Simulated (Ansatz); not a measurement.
# C₃H₄ (singlet): the correlation ladder, 6-31G

An exercise on one series of results from a longer session: the logs are not shown, and one member is left open.

Method: 6-31G, core rule «outside noble gas», up to 3 orbitals frozen; program: Ansatz 0.2.0, Gaussian basis.

The runs, in order: UHF; CCSD(T) on RHF; BCCD(T) on RHF; CISD; CCSDT(Q) on RHF; CCSDTQ on RHF; CASSCF and MRCISD+Q, 8 electrons in 8 orbitals; CASSCF and NEVPT2, 8 electrons in 8 orbitals.

16 further runs of the same task are left out: 2 that didn't finish, 14 set aside as unsound or not needed.

### The system

The geometry is an MP2(full)/6-31G* stationary point (not a proven minimum).

7 atoms, charge 0, spin multiplicity 1.

Atoms are counted from 1 here; the program's logs count them from 0.

Bond lengths: C1–C2 1.218 Å, C1–C3 1.461 Å, C2–H4 1.066 Å, C3–H5 1.093 Å, C3–H6 1.093 Å, C3–H7 1.093 Å. Angles: C2–C1–C3 180.0°, C1–C2–H4 180.0°, C1–C3–H5 110.9°, C1–C3–H6 110.9°, C1–C3–H7 110.9°, H5–C3–H6 108.0°, H5–C3–H7 108.0°, H6–C3–H7 108.0°.

The first run:

Contents of in.yaml:

```yaml
crystal:
  periodic: [false, false, false]
  atoms:
    - {symbol: C, position_ang: [0.000000, 0.000000, 0.155173]}
    - {symbol: C, position_ang: [0.000000, 0.000000, 1.373356]}
    - {symbol: C, position_ang: [0.000000, 0.000000, -1.306250]}
    - {symbol: H, position_ang: [0.000000, 0.000000, 2.439113]}
    - {symbol: H, position_ang: [0.000000, 1.021145, -1.695941]}
    - {symbol: H, position_ang: [0.884337, -0.510572, -1.695941]}
    - {symbol: H, position_ang: [-0.884337, -0.510572, -1.695941]}
basis:
  gaussian: {orbitals: 6-31G}
magnetization: {spin_polarized: true, initial_magnetization: 0}
hamiltonian: {xc: hf}
output: {orbitals: {seedname: orbitals}}
```

Command:

```sh
$ ansatz run in.yaml --threads 1 --pin off --events-out ev --progress --plain --max-ram 4160MiB --backend cpu
```

Steps of the session up to this table: UHF; CCSD(T) on RHF; BCCD(T) on RHF; CISD; CCSDT(Q) on RHF; CCSDTQ on RHF; CASSCF and MRCISD+Q, 8 electrons in 8 orbitals; CASSCF and NEVPT2, 8 electrons in 8 orbitals.

One table of the session follows, with a row left open; its other results are not shown here.

It belongs to the step «Misses and costs». 

```
           method  from RCCSDTQ (kcal/mol)
              RHF                        ?
             RMP2                   +22.49
             CISD                   +25.82
            RCCSD                    +6.29
         RCCSD(T)                    +0.82
          BCCD(T)                    +0.84
           RCCSDT                    +0.64
        RCCSDT(Q)                    -0.07
          RCCSDTQ                        0
  CASSCF frontier                  +115.32
  NEVPT2 frontier                   +25.24
  MRCISD frontier                    +9.17
MRCISD+Q frontier                    +1.21
```

Q: Estimate the row for RHF from the others.

**Answer.** from RCCSDTQ (kcal/mol): +192.90. In the column «from RCCSDTQ (kcal/mol)» it is the highest.
